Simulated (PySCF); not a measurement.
Charge on either side of a bond

Compound: C₅H₆.
SMILES with atom numbers: `[CH2:1]=[C:2]=[CH:3][CH:4]=[CH2:5]` (hydrogens: H6, H7 on C1; H8 on C3; H9 on C4; H10, H11 on C5)

Cartesian coordinates in Å at the PBE0-D3(BJ)/def2-SVP level; atoms count from 1:
```
atom  x, y, z in Å
C1     1.9816    1.4580    0.7811
C2     0.9420    0.6764    0.6630
C3    -0.1072   -0.1112    0.5356
C4    -0.6968   -0.4884   -0.7438
C5    -1.7648   -1.2876   -0.8690
H6     3.0004    1.0535    0.7933
H7     1.8703    2.5445    0.8745
H8    -0.5721   -0.5127    1.4460
H9    -0.2162   -0.0778   -1.6383
H10   -2.2651   -1.7122    0.0070
H11   -2.1720   -1.5426   -1.8498
```

Atomic charges (e) from the PBE0/pcSseg-1 density (PySCF):

| atom | Mulliken | IAO | Hirshfeld | ESP-fitted |
| --- | --- | --- | --- | --- |
| C1 | -0.1723 | -0.3528 | -0.1126 | -0.5446 |
| C2 | -0.1134 | +0.0329 | +0.0052 | +0.1302 |
| C3 | -0.1884 | -0.1925 | -0.0639 | -0.2869 |
| C4 | -0.1628 | -0.1253 | -0.0438 | +0.0413 |
| C5 | -0.1738 | -0.3151 | -0.1015 | -0.5360 |
| H6 | +0.1572 | +0.1703 | +0.0592 | +0.2279 |
| H7 | +0.1572 | +0.1703 | +0.0592 | +0.2285 |
| H8 | +0.1393 | +0.1649 | +0.0572 | +0.1894 |
| H9 | +0.1146 | +0.1511 | +0.0477 | +0.1327 |
| H10 | +0.1178 | +0.1431 | +0.0452 | +0.2190 |
| H11 | +0.1245 | +0.1531 | +0.0482 | +0.1985 |

**Question.** Cut each of the bonds C1–C2, C2–C3, C4–C3 and C5–C4 in turn and sum the charges on the side of the atom named first.

**Answer.** In e; the other side holds the opposite charge:

| bond cut | piece | atoms | Mulliken | IAO | Hirshfeld | ESP-fitted |
| --- | --- | --- | --- | --- | --- | --- |
| C1–C2 | CH2 | 3 | +0.142 | -0.012 | +0.006 | -0.088 |
| C2–C3 | C2H2 | 4 | +0.029 | +0.021 | +0.011 | +0.042 |
| C4–C3 | C2H3 | 5 | +0.020 | +0.007 | -0.004 | +0.056 |
| C5–C4 | CH2 | 3 | +0.068 | -0.019 | -0.008 | -0.119 |

Extremes among these pieces. Mulliken: lowest C2H3 at C4, highest CH2 at C1; IAO: lowest CH2 at C5, highest C2H2 at C2; Hirshfeld: lowest CH2 at C5, highest C2H2 at C2; ESP-fitted: lowest CH2 at C5, highest C2H3 at C4.

**Question.** Do the schemes agree better on the pieces than on the single atoms at the cuts?

**Answer.** The spread between schemes averages 0.127 e for the pieces and 0.329 e for the atoms named first; it is smaller for the piece at 4 of the 4 cuts. On average they agree better on the pieces. The sign differs between schemes (beyond ±0.03 e) for CH2 at C1 and CH2 at C5.

One conformer (not necessarily the lowest) at the PBE0-D3(BJ)/def2-SVP geometry, without solvent, vibrations or thermal averaging.
